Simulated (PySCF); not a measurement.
Method: PBE0-D3(BJ)/def2-TZVP (PySCF 2.14.0). All species are isolated molecules in the gas phase. Delta-SCF ions had no search for a lower state. 

Reference species (SMILES): `F[Si](F)(F)F` (neutral, multiplicity 1).

| Quantity | Result |
|---|---|
| HOMO–LUMO gap | 13.30 eV |
| vertical ionisation energy (Delta-SCF) | 15.41 eV |

Changed species: `F[Si](F)(Cl)Cl` (2 of 4 F replaced by Cl; the reference has 0 of 4 F replaced by Cl).

Problem. What does the change do to the HOMO–LUMO gap and vertical ionisation energy (Delta-SCF)?

Solution. the HOMO–LUMO gap falls by 3.26 eV, to 10.04 eV; the vertical ionisation energy (Delta-SCF) falls by 3.17 eV, to 12.24 eV.
